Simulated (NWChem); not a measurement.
**A workflow on the pair HCl···C2F2**

Wanted: the energy (singlet C2HClF2, r2SCAN-D3(BJ)/jun-cc-pV(D+d)Z), then the energy (singlet HCl, r2SCAN-D3(BJ)/jun-cc-pV(D+d)Z), then the energy (singlet C2F2, r2SCAN-D3(BJ)/jun-cc-pV(D+d)Z), then a single-point energy (singlet HCl, r2SCAN-D3(BJ)/jun-cc-pV(D+d)Z), then a single-point energy (singlet C2F2, r2SCAN-D3(BJ)/jun-cc-pV(D+d)Z) of C2HClF2 and its partners. 

The calculation is run with NWChem 7.3.0.

### Step 1. The molecule

C2HClF2: 6 atoms, total charge 0, spin state singlet. The two molecules were placed rigidly side by side, at 0.85 times their contact distance; the pair isn't optimised.

Bond lengths: F3–C4 1.277 Å, C4–C5 1.184 Å, C5–F6 1.277 Å, Cl1–H2 1.279 Å. Angles: F3–C4–C5 180.0°, C4–C5–F6 180.0°.

### Step 2. The energy at r2SCAN-D3(BJ)/jun-cc-pV(D+d)Z (run 1)

nw.nw reads:

```
start nw
title "C2HClF2"
memory total 2200 mb
charge 0
geometry units au noautosym nocenter noautoz
 Cl   1.03179046  -0.33731611   0.53063510
 H   -1.03179046   0.33731611  -0.53063510
 F    8.74164629  -4.28784527   3.25924844
 C    6.36678967  -4.10350249   3.65168787
 C    4.16588234  -3.93259565   4.01523338
 F    1.79102573  -3.74825287   4.40769170
end
basis spherical bse
 * library "jun-cc-pV(D+d)Z"
end
dft
 xc r2scan
 disp vdw 4
 grid fine
 convergence energy 1e-08
 iterations 100
 mulliken
 noprint "final vectors analysis"
end
task dft energy
```

Launch:

```
$ nwchem nw.nw > nw.out
```

Output:

```text
[...]
          Wavefunction type:  closed shell.
          No. of atoms     :     6
          No. of electrons :    48
[...]
          Charge           :     0
          Spin multiplicity:     1
[...]
          AO basis - number of functions:   104
[...]
              XC Information
              --------------
                      r^2SCAN Method XC Functional
               r^2SCAN metaGGA Exchange Functional  1.000
                     r^2SCAN Correlation Potential  1.000
[...]
 d= 0,ls=0.0,diis     1   -736.3507543739 -9.20D+02  1.80D-02  6.85D-01     6.7
[...]
 d= 0,ls=0.0,diis    11   -736.4193850952 -4.90D-09  3.33D-07  2.27D-09    55.6
         Total DFT energy =     -736.419385095203
      One electron energy =    -1380.817903752723
           Coulomb energy =      521.036529459007
    Exchange-Corr. energy =      -60.137688941867
 Nuclear repulsion energy =      183.500596026845
    Dispersion correction =       -0.000917886464
[...]
      Total Density - Mulliken Population Analysis
     ---------------------------------------------
    Atom       Charge   Shell Charges
 -----------   ------   -------------------------------------------------------
    1 Cl  17    17.22   2.00  2.03  0.95  0.93  0.03  6.00  3.07  2.07  0.11  0.00  0.02
    2 H    1     0.80   0.67  0.08  0.05
    3 F    9     9.21   2.01  0.90  1.01  0.15  3.33  1.78  0.02  0.01
    4 C    6     5.78   2.01  0.62  0.61 -0.08  2.07  0.33  0.08  0.14
    5 C    6     5.82   2.01  0.61  0.61 -0.04  2.07  0.35  0.06  0.14
    6 F    9     9.17   2.01  0.91  1.01  0.13  3.33  1.77  0.01  0.01
[...]
```

Run time: 57 s. Hardware: 1 thread of AMD EPYC 7R43 (Zen 3), shared host; peak memory 0.12 GiB.

### Step 3. HCl: a single-point energy at r2SCAN-D3(BJ)/jun-cc-pV(D+d)Z (run 2)

work.nw reads:

```
start work
memory stack 880 mb heap 220 mb global 1100 mb
charge 0

geometry units angstrom noautosym nocenter noautoz
  Cl    0.546000   -0.178500    0.280800
  H    -0.546000    0.178500   -0.280800
end

basis spherical bse
  * library "jun-cc-pV(D+d)Z"
end

dft
  xc r2scan
  disp vdw 4
  grid fine
  convergence energy 1e-08
  maxiter 100
  mulliken
  noprint "final vectors analysis"
end

task dft energy
```

Launch:

```
$ nwchem work.nw > work.out
```

Output:

```text
[...]
          Wavefunction type:  closed shell.
          No. of atoms     :     2
          No. of electrons :    18
[...]
          Charge           :     0
          Spin multiplicity:     1
[...]
          AO basis - number of functions:    32
[...]
              XC Information
              --------------
                      r^2SCAN Method XC Functional
               r^2SCAN metaGGA Exchange Functional  1.000
                     r^2SCAN Correlation Potential  1.000
[...]
 d= 0,ls=0.0,diis     1   -460.7616251835 -4.68D+02  1.35D-02  1.45D-01     1.2
[...]
 d= 0,ls=0.0,diis     7   -460.7782869079 -8.86D-09  2.78D-07  1.73D-10     4.0
         Total DFT energy =     -460.778286907857
      One electron energy =     -649.845385929160
           Coulomb energy =      210.595697773172
    Exchange-Corr. energy =      -28.563299663689
 Nuclear repulsion energy =        7.034777459321
    Dispersion correction =       -0.000076547501
[...]
      Total Density - Mulliken Population Analysis
     ---------------------------------------------
    Atom       Charge   Shell Charges
 -----------   ------   -------------------------------------------------------
    1 Cl  17    17.18   2.00  2.02  0.96  0.92  0.04  6.00  3.07  2.06  0.09  0.00  0.02
    2 H    1     0.82   0.67  0.09  0.05
[...]
```

Wall time 5.1 s (1 thread of AMD EPYC 7R43 (Zen 3), shared host); peak memory 0.11 GiB.

### Step 4. C2F2: the energy at r2SCAN-D3(BJ)/jun-cc-pV(D+d)Z (run 3)

m1.nw reads:

```
start m1
memory total 2200 mb
charge 0

geometry noautosym nocenter noautoz
 F      4.625880    -2.269030     1.724720
 C      3.369160    -2.171480     1.932390
 C      2.204490    -2.081040     2.124770
 F      0.947770    -1.983490     2.332450
end

basis spherical bse
 F library "jun-cc-pV(D+d)Z"
 C library "jun-cc-pV(D+d)Z"
end

dft
 xc r2scan
 disp vdw 4
 grid fine
 convergence energy 1e-08
 maxiter 100
 mulliken
 noprint "final vectors analysis"
end

task dft energy
```

Launch:

```
$ nwchem m1.nw > m1.out
```

Output:

```text
[...]
          Wavefunction type:  closed shell.
          No. of atoms     :     4
          No. of electrons :    30
[...]
          Charge           :     0
          Spin multiplicity:     1
[...]
          AO basis - number of functions:    72
[...]
              XC Information
              --------------
                      r^2SCAN Method XC Functional
               r^2SCAN metaGGA Exchange Functional  1.000
                     r^2SCAN Correlation Potential  1.000
[...]
 d= 0,ls=0.0,diis     1   -275.5905533400 -3.71D+02  2.42D-02  5.43D-01     2.4
[...]
 d= 0,ls=0.0,diis     8   -275.6432741323  5.80D-12  2.46D-07  3.31D-10    12.9
         Total DFT energy =     -275.643274132265
      One electron energy =     -568.942890484652
           Coulomb energy =      229.351956787915
    Exchange-Corr. energy =      -31.563023176630
 Nuclear repulsion energy =       95.511063873040
    Dispersion correction =       -0.000381131938
[...]
      Total Density - Mulliken Population Analysis
     ---------------------------------------------
    Atom       Charge   Shell Charges
 -----------   ------   -------------------------------------------------------
    1 F    9     9.21   2.01  0.90  1.01  0.15  3.33  1.78  0.02  0.01
    2 C    6     5.79   2.01  0.62  0.60 -0.07  2.07  0.34  0.08  0.14
    3 C    6     5.79   2.01  0.62  0.60 -0.07  2.07  0.34  0.08  0.14
    4 F    9     9.21   2.01  0.90  1.01  0.15  3.33  1.78  0.02  0.01
[...]
```

It took 14 s on 1 thread of AMD EPYC 7R43 (Zen 3), shared host; peak memory 0.11 GiB.

### Step 5. HCl among ghost functions: the energy at r2SCAN-D3(BJ)/jun-cc-pV(D+d)Z (with ghost functions) (run 4)

clh.nw reads:

```
start clh
title "ClH energy"
memory 2200 mb
geometry noautosym nocenter noautoz
   Cl       0.546000      -0.178500       0.280800
   H       -0.546000       0.178500      -0.280800
   bqF      4.625880    -2.269030     1.724720
   bqC      3.369160    -2.171480     1.932390
   bqC      2.204490    -2.081040     2.124770
   bqF      0.947770    -1.983490     2.332450
end
basis spherical bse
   Cl library "jun-cc-pV(D+d)Z"
   H library "jun-cc-pV(D+d)Z"
   bqF library F "jun-cc-pV(D+d)Z"
   bqC library C "jun-cc-pV(D+d)Z"
end
dft
   xc r2scan
   disp vdw 4
   grid fine
   convergence energy 1e-08
   maxiter 100
   mulliken
   print low
end
task dft energy
```

Launch:

```
$ nwchem clh.nw > clh.out
```

Output:

```text
[...]
 d= 0,ls=0.0,diis     1   -460.7620477456 -4.68D+02  4.92D-03  1.45D-01     5.8
[...]
 d= 0,ls=0.0,diis     8   -460.7786346096 -3.23D-11  3.09D-08  1.34D-11    37.6
         Total DFT energy =     -460.778634609614
      One electron energy =     -649.843727793745
           Coulomb energy =      210.593329841507
    Exchange-Corr. energy =      -28.562937569196
 Nuclear repulsion energy =        7.034777459321
    Dispersion correction =       -0.000076547501
[...]
      Total Density - Mulliken Population Analysis
     ---------------------------------------------
    Atom       Charge   Shell Charges
 -----------   ------   -------------------------------------------------------
    1 Cl  17    17.22   2.00  2.03  0.95  0.93  0.03  6.00  3.07  2.07  0.11  0.00  0.02
    2 H    1     0.81   0.67  0.08  0.05
    3 X    0     0.00   0.00  0.00  0.00  0.00  0.00 -0.00  0.00 -0.00
    4 X    0    -0.01  -0.00 -0.00  0.00 -0.01 -0.00  0.00 -0.00  0.00
    5 X    0     0.00   0.00  0.00 -0.00  0.01  0.00  0.00 -0.01 -0.00
    6 X    0    -0.02   0.00  0.00  0.00 -0.01  0.00 -0.00 -0.00 -0.00
[...]
```

Run time: 39 s. Hardware: 1 thread of AMD EPYC 7R43 (Zen 3), shared host; peak memory 0.11 GiB.

### Step 6. C2F2 among ghost functions: a single-point energy at r2SCAN-D3(BJ)/jun-cc-pV(D+d)Z (with ghost functions) (run 5)

a.nw reads:

```
start a
title "C2F2"
memory stack 880 mb heap 220 mb global 1100 mb

geometry noautosym nocenter noautoz
  F        4.625880      -2.269030       1.724720
  C        3.369160      -2.171480       1.932390
  C        2.204490      -2.081040       2.124770
  F        0.947770      -1.983490       2.332450
  bqCl     0.546000    -0.178500     0.280800
  bqH     -0.546000     0.178500    -0.280800
end

basis "ao basis" spherical bse
  F library "jun-cc-pV(D+d)Z"
  C library "jun-cc-pV(D+d)Z"
  bqCl library Cl "jun-cc-pV(D+d)Z"
  bqH library H "jun-cc-pV(D+d)Z"
end

dft
  xc r2scan
  disp vdw 4
  grid fine
  convergence energy 1e-08
  maxiter 100
  mulliken
  print low
end

task dft energy
```

Launch:

```
$ nwchem a.nw > a.out
```

Output:

```text
[...]
 d= 0,ls=0.0,diis     1   -275.5906577127 -3.71D+02  1.70D-02  5.44D-01     6.3
[...]
 d= 0,ls=0.0,diis    10   -275.6433747307 -3.98D-11  3.56D-08  4.55D-11    48.1
         Total DFT energy =     -275.643374730739
      One electron energy =     -568.944456282227
           Coulomb energy =      229.353528042103
    Exchange-Corr. energy =      -31.563129231717
 Nuclear repulsion energy =       95.511063873040
    Dispersion correction =       -0.000381131938
[...]
      Total Density - Mulliken Population Analysis
     ---------------------------------------------
    Atom       Charge   Shell Charges
 -----------   ------   -------------------------------------------------------
    1 F    9     9.20   2.01  0.90  1.01  0.15  3.33  1.78  0.02  0.01
    2 C    6     5.80   2.01  0.62  0.61 -0.07  2.08  0.33  0.09  0.14
    3 C    6     5.79   2.01  0.62  0.61 -0.07  2.07  0.34  0.07  0.14
    4 F    9     9.20   2.01  0.90  1.01  0.15  3.33  1.78  0.01  0.01
    5 X    0     0.00  -0.00 -0.00 -0.00  0.00  0.00  0.00  0.00  0.00 -0.00 -0.00  0.00
    6 X    0    -0.00  -0.00 -0.00 -0.00
[...]
```

It took 49 s on 1 thread of AMD EPYC 7R43 (Zen 3), shared host; peak memory 0.12 GiB.

### Step 7. Results

| quantity | value |
| --- | --- |
| run 1, r2SCAN-D3(BJ)/jun-cc-pV(D+d)Z: total energy | -736.41939 Eh |
| run 1, r2SCAN-D3(BJ)/jun-cc-pV(D+d)Z: dipole moment | 1.32 D |
| run 1, r2SCAN-D3(BJ)/jun-cc-pV(D+d)Z: dispersion energy | -2.41 kJ/mol |
| HCl: total energy | -460.77829 Eh |
| HCl: dipole moment | 1.39 D |
| HCl: dispersion energy | -0.20 kJ/mol |
| C2F2: total energy | -275.64327 Eh |
| C2F2: dipole moment | 0.00 D |
| C2F2: dispersion energy | -1.00 kJ/mol |
| HCl among ghost functions: total energy | -460.77863 Eh |
| HCl among ghost functions: dispersion energy | -0.20 kJ/mol |
| C2F2 among ghost functions: total energy | -275.64337 Eh |
| C2F2 among ghost functions: dispersion energy | -1.00 kJ/mol |
| interaction energy of the rigid parts HCl and C2F2 (parts in their own basis; closest atoms 2.76 Å apart) | 0.059 eV |
| interaction energy of the rigid parts HCl and C2F2 (parts in the whole basis, counterpoise; closest atoms 2.76 Å apart) | 0.071 eV |

What this shows: The interaction energy of the rigid parts HCl and C2F2 (parts in their own basis; closest atoms 2.76 Å apart) is 0.06 eV (5.7 kJ/mol): the parts repel at this shape. Without counterpoise this holds the superposition error of the basis. The interaction energy of the rigid parts HCl and C2F2 (parts in the whole basis, counterpoise; closest atoms 2.76 Å apart) is 0.07 eV (6.9 kJ/mol): the parts repel at this shape. The basis-set superposition error is 1.2 kJ/mol. Mulliken charges (run 1, r2SCAN-D3(BJ)/jun-cc-pV(D+d)Z) run from -0.22 on Cl1 to +0.22 on C4. Mulliken charges (C2F2) run from -0.21 on F1 to +0.21 on C2.
